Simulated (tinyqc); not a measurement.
Worked calculation: Hueckel theory of the pi electrons, for the molecule [CH2]C=CC=CN (SMILES; centres numbered as the heavy atoms are written). Computed by tinyqc, a small Python program that keeps every step. Settings: charge = 0. Command: `OMP_NUM_THREADS=1 python tinyqc.py 28626 28627 out.jsonl` (the two numbers bound the seeds that draw the settings). One thread of a shared host (Intel(R) Xeon(R) Processor @ 2.60GHz), about 0.01 s of CPU time with the checks.

## The Hueckel matrix

Centres:
```
centre  z_r, pi electrons of the neutral centre       h
1C                                            1  0.0000
2C                                            1  0.0000
3C                                            1  0.0000
4C                                            1  0.0000
5C                                            1  0.0000
6N                                            2  1.5000
```

Bonds:
```
i  j       k
1  2       1
2  3       1
3  4       1
4  5       1
5  6  0.8000
```

H_rr = alpha + h_r beta, H_rs = k_rs beta for bonded centres.

Hueckel matrix in units of beta (H = alpha + beta A):
```
        1C      2C      3C      4C      5C      6N
1C  0.0000  1.0000  0.0000  0.0000  0.0000  0.0000
2C  1.0000  0.0000  1.0000  0.0000  0.0000  0.0000
3C  0.0000  1.0000  0.0000  1.0000  0.0000  0.0000
4C  0.0000  0.0000  1.0000  0.0000  1.0000  0.0000
5C  0.0000  0.0000  0.0000  1.0000  0.0000  0.8000
6N  0.0000  0.0000  0.0000  0.0000  0.8000  1.5000
```

## Orbitals

pi electrons, sum of z_r less the charge = 7

Diagonalise; E = alpha + x beta with beta < 0, so the largest x are filled first; degenerate levels share their electrons. P = sum n_i c_ri c_si; each orbital has its largest coefficient positive (the first on a tie).

x values: 2.0173  1.5941  0.8349  -0.1275  -1.0680  -1.7508

occupations: 2.0000  2.0000  2.0000  1.0000  0.0000  0.0000

coefficients:
```
       MO1      MO2      MO3      MO4      MO5      MO6
1C  0.0880   0.3395  -0.5084   0.5615  -0.4778   0.2738
2C  0.1776   0.5413  -0.4245  -0.0716   0.5103  -0.4794
3C  0.2702   0.5233   0.1540  -0.5523  -0.0672   0.5655
4C  0.3675   0.2930   0.5531   0.1420  -0.4385  -0.5107
5C  0.4711  -0.0563   0.3077   0.5342   0.5355   0.3287
6N  0.7286  -0.4784  -0.3702  -0.2626  -0.1668  -0.0809
```

charge and bond-order matrix P:
```
         1C       2C       3C       4C       5C       6N
1C   1.0783   0.7903  -0.0638  -0.2190   0.0317   0.0323
2C   0.7903   1.0145   0.5713  -0.0320  -0.1931   0.0739
3C  -0.0638   0.5713   1.0463   0.5971  -0.0047  -0.0760
4C  -0.2190  -0.0320   0.5971   1.0736   0.7295  -0.1916
5C   0.0317  -0.1931  -0.0047   0.7295   0.9250   0.3721
6N   0.0323   0.0739  -0.0760  -0.1916   0.3721   1.8623
```

## Energy, charges, bond orders

E = sum n x; q_r = z_r - P_rr; bond order p = P_rs; free valence = sqrt(3) - sum of p over the bonds of the atom.

pi energy = 7 alpha + this times beta = 8.7652

pi charges: 1C -0.0783, 2C -0.0145, 3C -0.0463, 4C -0.0736, 5C 0.0750, 6N 0.1377

Bond orders and lengths from R = 1.517 - 0.180 p (angstrom, C-C alone):
```
bond       p       R
1-2   0.7903  1.3748
2-3   0.5713  1.4142
3-4   0.5971  1.4095
4-5   0.7295  1.3857
5-6   0.3721       -
```

free valence of the carbons: 1C 0.9418, 2C 0.3705, 3C 0.5637, 4C 0.4054, 5C 0.6304

gap between the highest filled and the next level = 0.9405 |beta|
